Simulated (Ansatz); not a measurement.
# The cluster Si₃: the relaxed shape and its frontier levels

Aim: characterise the cluster Si₃ as a singlet: its structure, frontier levels and distribution of charge.

Program: Ansatz 0.2.0, Gaussian basis. Level of theory: RKS PBE0-D4/def2-TZVP. These are calculated values, not measurements.

Plan: relaxation at PBE-D4/def2-TZVP; a single point at PBE0-D4/def2-TZVP; harmonic vibrations at PBE-D4/def2-TZVP.

### Step 1. Starting geometry

3 atoms, charge 0, spin multiplicity 1.

Atoms are counted from 1 here; the program's logs count them from 0.

Bond lengths: Si1–Si2 2.164 Å, Si1–Si3 2.164 Å. Angles: Si2–Si1–Si3 165.7°.

Geometry (Å):

```
Si    0.1402    0.0013    0.1114
Si    0.0490    2.1365   -0.2300
Si   -0.1893   -2.1378    0.1186
```

The start is a GFN2-xTB geometry.

### Step 2. Optimising with PBE-D4/def2-TZVP

in.yaml

```yaml
crystal:
  periodic: [false, false, false]
  atoms:
    - {symbol: Si, position_ang: [0.140230, 0.001300, 0.111430]}
    - {symbol: Si, position_ang: [0.049020, 2.136520, -0.230000]}
    - {symbol: Si, position_ang: [-0.189250, -2.137820, 0.118570]}
basis:
  gaussian: {orbitals: def2-TZVP}
hamiltonian: {xc: pbe, dispersion: d4}
scf: {lower_state_search: "off"}
output: {orbitals: {seedname: orbitals}}
relax: {f_tol: 0.02, max_steps: 100}
```

Launch:

```
> ansatz run in.yaml --threads 2 --pin off --events-out ev --progress --plain --max-ram 4352MiB
```

The runs that follow: Single point, PBE0-D4/def2-TZVP; Harmonic vibrations.

Before running them: what should the planned runs give, taken together? Wanted: point group; commonest bond; HOMO, LUMO at PBE0-D4/def2-TZVP; dipole at PBE-D4/def2-TZVP; lowest, highest wavenumber.

As calculated:

| quantity | value |
| --- | --- |
| point group | C2v |
| commonest bond | Si–Si, 2 of mean length 2.189 Å |
| HOMO, LUMO at PBE0-D4/def2-TZVP | -6.28, -3.62 eV |
| dipole at PBE-D4/def2-TZVP | 0.27 D |
| lowest, highest wavenumber | 167, 538 cm⁻¹ |

In words: The molecule keeps its bonding pattern by the stored test; the atoms moved 0.87 Å (rms), and the angle Si2–Si1–Si3 went from 166° to 82°. All wavenumbers are real: a minimum at this level. Whether this spin is the lowest isn't tested here.
